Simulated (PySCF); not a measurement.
Compound: C₂H₅NO.
Atom-mapped SMILES: `[H]/[N:4]=[CH:3]/[O:2][CH3:1]` (hydrogens: H5, H6, H7 on C1; H8 on C3; H9 on N4)

Computed by this run: PBE0-D3(BJ)/def2-SVP geometry optimisation, gas phase (PySCF 2.14.0); density fitting, grid level 1; the optimiser is geomeTRIC in internal coordinates, started from a GFN2-xTB structure with every atom displaced at random (about 0.01 Å).

Step 0: E = -5681.1980 eV
```
atom  x, y, z in Å  |  force x, y, z in eV/Å
C1     -0.9119    0.5020   -0.6983   -0.751   1.240  -0.843
O2      0.2462   -0.2338   -0.9011   -0.007  -0.243  -0.503
C3      0.8969   -0.5525    0.1936    2.359  -1.122  -0.155
N4      0.5693   -0.2122    1.3440   -1.412   0.799   0.989
H5     -1.3536    0.6960   -1.7013    0.213  -0.108   0.426
H6     -1.6373   -0.0202   -0.0804   -0.247  -0.306   0.334
H7     -0.6873    1.4698   -0.2091   -0.065  -0.178  -0.039
H8      1.8253   -1.1284   -0.0745   -0.543   0.174   0.027
H9      1.1298   -0.5111    2.1293    0.454  -0.257  -0.236
```

Step 1: E = -5681.2926 eV
```
atom  x, y, z in Å  |  force x, y, z in eV/Å
C1     -0.9242    0.5520   -0.7134    0.150  -0.411   0.121
O2      0.2902   -0.1621   -0.8858    0.143   0.015   0.069
C3      0.9456   -0.5307    0.2202   -0.815   0.177  -0.005
N4      0.5190   -0.2608    1.3801    0.085   0.095  -0.101
H5     -1.3980    0.5672   -1.6987   -0.041   0.131  -0.112
H6     -1.5753    0.0295    0.0064    0.035   0.101   0.003
H7     -0.7401    1.5717   -0.3457    0.012   0.029   0.023
H8      1.8259   -1.1183   -0.0563    0.321  -0.068  -0.043
H9      1.1343   -0.6388    2.0956    0.110  -0.069   0.045
```

Step 2: E = -5681.2758 eV
```
atom  x, y, z in Å  |  force x, y, z in eV/Å
C1     -0.9321    0.5405   -0.7314    0.010   0.004  -0.014
O2      0.2752   -0.1816   -0.8834   -0.371  -0.004   0.486
C3      0.8908   -0.5419    0.2428    0.914  -0.115  -0.155
N4      0.5456   -0.2605    1.4254   -0.483   0.214  -0.322
H5     -1.3777    0.6112   -1.7316   -0.005   0.036   0.031
H6     -1.6146    0.0241   -0.0398   -0.013  -0.003  -0.006
H7     -0.7337    1.5450   -0.3278   -0.024   0.030   0.010
H8      1.8046   -1.0913   -0.0438    0.005  -0.113   0.039
H9      1.2194   -0.6358    2.0919   -0.034  -0.050  -0.069
```

Step 3: E = -5681.2997 eV
```
atom  x, y, z in Å  |  force x, y, z in eV/Å
C1     -0.9260    0.5368   -0.7199    0.025   0.006  -0.035
O2      0.2794   -0.1845   -0.8891   -0.237  -0.106   0.176
C3      0.9040   -0.5506    0.2282    0.523   0.123  -0.162
N4      0.5250   -0.2485    1.3942   -0.199   0.055  -0.035
H5     -1.3823    0.6160   -1.7148    0.014   0.024   0.022
H6     -1.6018    0.0164   -0.0250   -0.007   0.000  -0.004
H7     -0.7232    1.5387   -0.3112   -0.024   0.014   0.017
H8      1.8216   -1.1027   -0.0448   -0.065  -0.068   0.037
H9      1.1807   -0.6118    2.0848   -0.032  -0.048  -0.016
```

Problem. Estimate the geometry and energy of step 4. (The exact step hangs on the optimiser's Hessian estimate; all steps are aligned on step 3, rigid shifts and turns removed.)

Solution. E = -5681.2980 eV, largest force 0.495 eV/Å
```
atom  x, y, z in Å  |  force x, y, z in eV/Å
C1     -0.9239    0.5369   -0.7129    0.061  -0.076   0.014
O2      0.2818   -0.1833   -0.8895    0.084   0.129  -0.060
C3      0.9429   -0.5165    0.2171   -0.407  -0.282   0.008
N4      0.5244   -0.2331    1.3753    0.041   0.030   0.062
H5     -1.3934    0.5940   -1.7015    0.000   0.040  -0.031
H6     -1.5868    0.0220   -0.0013    0.008   0.007   0.005
H7     -0.7261    1.5476   -0.3232   -0.002  -0.003   0.011
H8      1.8265   -1.1188   -0.0469    0.121   0.073  -0.017
H9      1.1321   -0.6391    2.0850    0.093   0.082   0.009
```

The energy changes by +0.0017 eV. The first-order estimate −F·Δx gives -0.0300 eV and the mean of the old and new forces, exact on a quadratic surface, +0.0021 eV. The step makes an angle of 62° with the force vector and moves no atom by more than 0.056 Å. The energy falls at the start of this step and ends higher, so the step passed the lowest point of its straight line.

What follows is the cost of the whole optimisation. On Arm Neoverse V1, one thread, shared host with 32 logical CPUs at a one-minute load of 19, this took 18 s and 0.34 GiB of memory at its peak.
